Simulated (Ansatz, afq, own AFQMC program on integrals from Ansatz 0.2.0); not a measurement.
Two steps: Ansatz 0.2.0 writes the Fock matrix and Cholesky factors of the valence space, and afq projects on them the lowest state that overlaps trial and start.

```yaml
crystal:
  periodic: [false, false, false]
  atoms:
    - {symbol: Cl, position_ang: [0.000000, 0.000000, 0.000000]}
    - {symbol: H, position_ang: [0.000000, 0.000000, 1.278800]}
basis:
  gaussian: {orbitals: cc-pVDZ}
magnetization: {spin_polarized: false}
correlation: {method: ccsd_t, electrons: outside_noble_gas, hamiltonian_folder: ham}
```

```sh
$ ansatz run in.yaml --threads 1 --pin off --events-out ev --progress --plain --max-ram 16896MiB --backend cuda --devices 0, --max-vram 18GiB
```

Options of the walk:

```
--method phaseless --trial hf --walkers 4000 --populations 20 --least-time 40 --time-step 0.005 --steps-per-block 20 --equilibration-blocks 112 --max-blocks 4000 --target-error 0.0008500 --factor-cut 1e-05 --seed 6188 --taylor-order 6
```

Times are imaginary, in 1/Eh. The walk had a cap of 49 s. With eight or more populations the least sampling time is a fifth of least-time, and the error comes from their spread.

Output of the walk:

```
orbitals 18  electrons 4 4  factors 116 of 240
reference energy -460.08944826 Eh
CCSD correlation -0.16275907 Eh in 7 cycles, weight of the determinant in the CISD state 0.9375
energy of the start -460.089448 Eh
 block  time / (1/Eh)  mean weight  energy / Eh
     1     0.100  1.0008  -460.126097
     2     0.200  1.0010  -460.155919
     3     0.300  1.0012  -460.176677
     4     0.400  1.0011  -460.194994
     5     0.500  1.0008  -460.207887
     7     0.700  1.0007  -460.222857
     9     0.900  1.0004  -460.234458
    13     1.300  1.0004  -460.243467
    21     2.100  1.0002  -460.253587
    25     2.500  1.0001  -460.247443
    29     2.900  1.0003  -460.251298
    37     3.700  1.0000  -460.251227
    45     4.500  1.0000  -460.252824
    53     5.300  0.9999  -460.253935
    61     6.100  0.9999  -460.255800
    69     6.900  1.0002  -460.252429
    77     7.700  1.0001  -460.252846
    85     8.500  1.0001  -460.254272
    93     9.300  1.0001  -460.254595
   101    10.100  1.0001  -460.258232
   109    10.900  0.9996  -460.257458
   117    11.700  1.0001  -460.256877
   125    12.500  0.9997  -460.251308
   133    13.300  1.0002  -460.252368
   141    14.100  0.9999  -460.254698
   149    14.900  0.9998  -460.254289
   157    15.700  1.0001  -460.258559
   161    16.100  0.9998  -460.258774
   165    16.500  1.0001  -460.256217
   173    17.300  0.9998  -460.254449
   181    18.100  1.0000  -460.256765
   189    18.900  1.0001  -460.254860
error from the spread of 20 populations
energy -460.255468 +/- 0.000798 Eh
(rows thinned)
```

The run passed its tests (sampling time, drift between the halves within three errors, error under three times the target), which doesn't prove that it has relaxed.

Against this walk (error 21.7 meV) on the same determinant: CCSD(T) 24.7 meV higher (within the noise), CCSDT(Q) 11.6 meV higher (within the noise), CCSDTQ 11.2 meV higher (within the noise), full CI 11.0 meV higher (within the noise), a separate phaseless walk with a CISD trial and standard settings 9.8 ± 21.8 meV higher (within the noise). The error is statistical and leaves out the bias of the constraint.

Cautions: constraint bias not in the error.

The walk took 6.6 s on 1 × NVIDIA H100 80GB HBM3 with 2 threads of AMD EPYC 7R13 Processor (Zen 3), with other jobs on the host (the card was shared). The log's last line is the phaseless energy.

CCSDT and higher add their correlation energy to the determinant of the CCSD(T) run, since their own runs factorise the integrals more tightly (a shift of under 2 meV). A walk keeps the symmetry of its determinant, which the program's search chose and which needn't be the lowest solution, so a lower state of the same spin and another symmetry isn't excluded.
